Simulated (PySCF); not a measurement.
# EPR parameters of C4H7O2

Compound: C₄H₇O₂ (doublet state).
Z-matrix (Å and degrees, GFN2-xTB geometry), rows numbered from 1:
```
C 
O   1  1.4094
C   2  1.3369  1  117.03
C   3  1.4227  2  121.16  1  -179.97
C   4  1.5111  3  116.16  2    -0.13
O   4  1.2319  3  120.85  2   179.90
H   1  1.0885  2  106.62  3  -179.61
H   1  1.0942  2  111.03  3    61.10
H   1  1.0942  2  111.06  3   -60.27
H   3  1.0831  2  119.21  1     0.06
H   5  1.0876  4  109.77  3    59.46
H   5  1.0856  4  109.71  3  -179.81
H   5  1.0876  4  109.75  3   -59.09
```

The hyperfine couplings belong to this conformer and change with its torsions.

As a line formula: `CO[CH]C(C)=O` [radical].

Method: UKS B3LYP, pcH-1 on C H O, non-relativistic, mean-field spin-orbit, GIAO in PySCF. Isolated species at its GFN2-xTB geometry (one conformer only). The geometry wasn't refined by DFT: couplings that depend on bond lengths, twists or pyramidal angles can differ widely from those at the functional's own minimum. No stability test was run, so a lower SCF solution isn't excluded.

```
g1, g2, g3                      : 2.00205, 2.00545, 2.00753
g_iso                           : 2.00501
Form of g                       : rhombic: the two nearest values differ by 38 % of g3 − g1
⟨S²⟩                            : 0.7602 (exact 0.7500)
α and β electrons               : 24, 23
HOMO–LUMO gap, α and β orbitals : 6.33, 4.00 eV
Total energy                    : -307.05575 Eh
```

Hyperfine couplings atom by atom, in MHz; T1 to T3 are the principal values of the dipolar part:

| atom | isotope | a_iso | T1 | T2 | T3 | Mulliken spin population |
| --- | --- | --- | --- | --- | --- | --- |
| C1 | 13C | -6.0 | -1.5 | -0.8 | 2.3 | -0.02 |
| O2 | 17O | -22.6 | -67.8 | 32.9 | 35.0 | 0.14 |
| C3 | 13C | 51.8 | -55.1 | -54.7 | 109.7 | 0.66 |
| C4 | 13C | -32.6 | -6.0 | 0.4 | 5.6 | -0.07 |
| C5 | 13C | -3.3 | -0.6 | -0.5 | 1.1 | 0.00 |
| O6 | 17O | -20.5 | -92.7 | 46.1 | 46.6 | 0.29 |
| H7 | 1H | -1.3 | -3.0 | -2.4 | 5.4 | 0.00 |
| H8 | 1H | 16.2 | -3.1 | -2.8 | 5.9 | 0.01 |
| H9 | 1H | 16.0 | -3.1 | -2.8 | 5.9 | 0.01 |
| H10 | 1H | -45.3 | -24.4 | -1.9 | 26.3 | -0.03 |
| H11 | 1H | 0.5 | -2.8 | -1.9 | 4.7 | 0.00 |
| H12 | 1H | -1.2 | -2.0 | -1.1 | 3.1 | 0.00 |
| H13 | 1H | 0.5 | -2.8 | -1.9 | 4.7 | 0.00 |

The Mulliken spin populations are largest on C3 (+0.66), O6 (+0.29), O2 (+0.14) and C4 (-0.07). The positive populations add up to 1.12 and the negative ones to -0.12, together 2S = 1. The angles at C3 add up to 360.0°, so it is planar; its axial dipolar tensor and the negative coupling of its proton fit spin in a p orbital normal to that plane.

Axes: g2 points within 11° of the C3–H10 bond.

Under fast tumbling the dipolar parts average out, and these isotropic splittings remain: 1 × 1H (H10, I = 1/2, 2 lines) with 1.61 mT and 3 × 1H (H7/H8/H9, I = 1/2, 4 lines) with 0.37 mT.

Means are taken over nuclei equivalent by connectivity, which assumes that they swap fast. The three 1H nuclei of mean +10.3 MHz run from -1.3 to 16.2 MHz in the frozen geometry.

The 13C coupling of C3 (51.8 MHz) shows only in satellite lines or after enrichment, since that isotope makes up about 1.07 % of natural carbon.

The 17O coupling of O2 (-22.6 MHz) shows only in satellite lines or after enrichment, since that isotope makes up about 0.038 % of natural oxygen.

β density exceeds α density at some nuclei, such as C4 (-0.0290), H10 (-0.0101) and C1 (-0.0053), spin density in bohr⁻³. In a single determinant that takes different orbitals for the two spins, that is spin polarisation.
